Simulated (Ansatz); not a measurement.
# CCl2F+: an energy map over bond length C2–Cl4 and angle Cl3–C2–Cl4

How does the energy of CCl₂F, SMILES F[C+](Cl)Cl, charge +1 change over two coordinates at once? A grid of runs gives the map.

The runs use Ansatz 0.2.0; RHF/def2-TZVP.

### 1 The system as given

4 atoms, charge 1, spin multiplicity 1.

Atoms are counted from 1 here; the program's logs count them from 0.

Bond lengths: F1–C2 1.276 Å, C2–Cl3 1.648 Å, C2–Cl4 1.648 Å. Angles: F1–C2–Cl3 118.0°, F1–C2–Cl4 118.0°, Cl3–C2–Cl4 123.9°.

Coordinates:

```xyz
4

F     0.57090    0.81536    0.90343
C     0.02894    0.04133    0.04582
Cl    0.57414   -1.51064   -0.05018
Cl   -1.17398    0.65393   -0.89906
```

### 3 Setting up the map

- bond length C2–Cl4: 15 values from 1.431 to 2.032 Å
- angle Cl3–C2–Cl4: 15 values from 79.0 to 169.0 °

Nothing else is relaxed (all other coordinates rigid). Energies count from the relaxed molecule at the same level. Points are written as (first, second).

(The set-up runs are not shown.)

### 4 Point (1.474 Å, 124.0°)

File input.yaml:

```yaml
crystal:
  periodic: [false, false, false]
  atoms:
    - { symbol: F, position_ang: [0.555575, 0.793425, 0.879057] }
    - { symbol: C, position_ang: [0.030881, 0.044082, 0.04882] }
    - { symbol: Cl, position_ang: [0.56914, -1.487011, -0.045359] }
    - { symbol: Cl, position_ang: [-1.045159, 0.59293, -0.795917] }
total_charge: 1
basis:
  gaussian: { orbitals: def2-TZVP }
hamiltonian:
  xc: hf
output:
  forces: true
```

On the command line:

```bash
ansatz run input.yaml --threads 1 --pin off --max-ram 2560MiB --backend cpu --events-out ev --progress --plain --runs-dir out
```

Further runs follow: the other points that were computed.

Q: Predict the outcome of this session. Wanted: lowest point; highest computed point; largest force on an atom.

**Answer**, as computed:

| quantity | value |
| --- | --- |
| lowest point | (1.645 Å, 124.0°), 0.6 kJ/mol |
| highest computed point | (1.431 Å, 79.0°), 867 kJ/mol above the lowest |
| largest force on an atom (eV/Å) | 0.7 at (1.645 Å, 124.0°) to 26.8 at (1.431 Å, 79.0°); 0.7 at the lowest point |
| time for the whole task | 17 min on 1 thread, shared host |

The lowest computed point is at (1.645 Å, 124.0°), 0.6 kJ/mol from the relaxed molecule at the same level. The grid is coarse, so the lowest point of the scanned range may lie between grid points; coordinates that were held can hide deeper minima. The grid shows no well of another kind. The highest computed point, (1.431 Å, 79.0°), lies 867 kJ/mol above the lowest. Round the minimum the valley is somewhat tilted: raising bond length C2–Cl4 shifts the best value of angle Cl3–C2–Cl4 downwards (coupling k₁₂/√(k₁₁k₂₂) about 0.1).
